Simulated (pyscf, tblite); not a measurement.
`[OH][SiH3]` + `[H]` [doublet] → `[OH][SiH2]` [doublet] + `[H][H]`: energy along the mass-weighted descent from the GFN2-xTB with spin polarisation saddle (tblite), relative to the relaxed reactant side, a complex of the molecules.

```json
[
 {"s (amu^1/2 bohr)": "-2.53", "E (kcal/mol)": "0.2"},
 {"s (amu^1/2 bohr)": "-2.46", "E (kcal/mol)": "0.2"},
 {"s (amu^1/2 bohr)": "-2.37", "E (kcal/mol)": "0.3"},
 {"s (amu^1/2 bohr)": "-2.30", "E (kcal/mol)": "0.4"},
 {"s (amu^1/2 bohr)": "-2.18", "E (kcal/mol)": "0.5"},
 {"s (amu^1/2 bohr)": "-2.02", "E (kcal/mol)": "0.7"},
 {"s (amu^1/2 bohr)": "-1.68", "E (kcal/mol)": "1.7"},
 {"s (amu^1/2 bohr)": "-0.840", "E (kcal/mol)": "5.1"},
 {"s (amu^1/2 bohr)": "0.000", "E (kcal/mol)": "11.6"},
 {"s (amu^1/2 bohr)": "0.182", "E (kcal/mol)": "11.5"},
 {"s (amu^1/2 bohr)": "0.236", "E (kcal/mol)": "11.4"},
 {"s (amu^1/2 bohr)": "0.294", "E (kcal/mol)": "11.4"},
 {"s (amu^1/2 bohr)": "0.355", "E (kcal/mol)": "11.4"},
 {"s (amu^1/2 bohr)": "0.424", "E (kcal/mol)": "11.3"},
 {"s (amu^1/2 bohr)": "0.476", "E (kcal/mol)": "11.3"}
]
```

### Question
The GFN2-xTB with spin polarisation barrier from the reactant side is 48.3 kJ/mol. What does ωB97X-D3(BJ) (PySCF) give from its own reactant-side minimum, in def2-SVP and in def2-TZVP?

### Answer
18.4 kJ/mol in the double-zeta basis after reoptimising the saddle, and 20.2 kJ/mol in the triple-zeta single point, so the tight-binding barrier lies 28.1 kJ/mol over the latter. The imaginary mode goes from 703i to 975i cm⁻¹.
